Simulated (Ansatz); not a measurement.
# BSiH2 (doublet): the correlation ladder, cc-pVTZ

Aim: climb from Hartree-Fock through coupled cluster and multireference methods for BSiH2 (doublet) at one geometry and basis, and see what each rung misses.

Program: Ansatz 0.2.0, Gaussian basis. Level of theory: cc-pVTZ, core rule «outside noble gas», up to 6 orbitals frozen. These are calculated values, not measurements.

The runs, in order: UHF; CCSD(T) on ROHF; CCSD(T) on UHF; BCCD(T) on ROHF; CCSDT(Q) on ROHF; CCSDT(Q) on UHF; CASSCF and MRCISD+Q, 9 electrons in 10 orbitals; CASSCF and NEVPT2, 9 electrons in 10 orbitals.

5 further runs of the same task are left out: 5 set aside as unsound or not needed.

### 1 The system

The geometry is a PBE0/def2-TZVP stationary point (not a proven minimum).

4 atoms, charge 0, spin multiplicity 2.

Atoms are counted from 1 here; the program's logs count them from 0.

Bond lengths: Si1–B2 1.954 Å, Si1–H3 1.501 Å, Si1–H4 1.501 Å. Angles: B2–Si1–H3 102.8°, B2–Si1–H4 102.8°, H3–Si1–H4 107.0°.

### 2 UHF

Input file in.yaml:

```yaml
crystal:
  periodic: [false, false, false]
  atoms:
    - {symbol: Si, position_ang: [-0.085001, 0.000000, 0.494288]}
    - {symbol: B, position_ang: [0.088473, -0.000001, -1.451856]}
    - {symbol: H, position_ang: [0.709774, -1.206838, 0.899706]}
    - {symbol: H, position_ang: [0.709775, 1.206839, 0.899704]}
basis:
  gaussian: {orbitals: cc-pVTZ}
magnetization: {spin_polarized: true, initial_magnetization: 1}
hamiltonian: {xc: hf}
output: {orbitals: {seedname: orbitals}}
```

Launch:

```sh
$ ansatz run in.yaml --threads 1 --pin off --events-out ev --progress --plain --max-ram 4096MiB --backend cpu
```

The runs that follow: CCSD(T) on ROHF; CCSD(T) on UHF; BCCD(T) on ROHF; CCSDT(Q) on ROHF; CCSDT(Q) on UHF; CASSCF and MRCISD+Q, 9 electrons in 10 orbitals; CASSCF and NEVPT2, 9 electrons in 10 orbitals.

Q: Predict the results of all the runs planned. Wanted: RCCSDT(Q) below the RHF energy; RMP2 from RCCSDT(Q); UMP2 from RCCSDT(Q); RCCSD from RCCSDT(Q); RCCSD(T) from RCCSDT(Q); UCCSD(T) from RCCSDT(Q); UCCSDT(Q) from RCCSDT(Q); NEVPT2 valence from RCCSDT(Q); MRCISD+Q valence from RCCSDT(Q).

**Answer**, as computed:

| quantity | value |
| --- | --- |
| RCCSDT(Q) below the RHF energy | -6.5997 eV |
| RMP2 from RCCSDT(Q) | +1432.3 meV |
| UMP2 from RCCSDT(Q) | +1780.7 meV |
| RCCSD from RCCSDT(Q) | +417.8 meV |
| RCCSD(T) from RCCSDT(Q) | +73.3 meV |
| UCCSD(T) from RCCSDT(Q) | +132.7 meV |
| UCCSDT(Q) from RCCSDT(Q) | -4.8 meV |
| NEVPT2 valence from RCCSDT(Q) | +1033.1 meV |
| MRCISD+Q valence from RCCSDT(Q) | +98.1 meV |
| levels within 1 kcal/mol (43 meV) | RCCSDT, UCCSDT, UCCSDT(Q) |
| T1 diagnostic | 0.046 |
| effectively unpaired electrons | 1.21 |

What this shows: RCCSD(T) lands +73.3 meV from the yardstick (1.1 % of the correlation energy). CCSD(T) misses by +73.3 meV on the restricted determinant and by +132.7 meV on the unrestricted one; the two need not hold the same state or core. The occupations show some static correlation. Of the multireference levels listed MRCISD+Q valence comes nearest in total energy (+98.1 meV), which doesn't show that its space is the better one. These misses are within one basis, not against nature; the frozen cores of restricted and unrestricted runs differ, which can shift their rows.
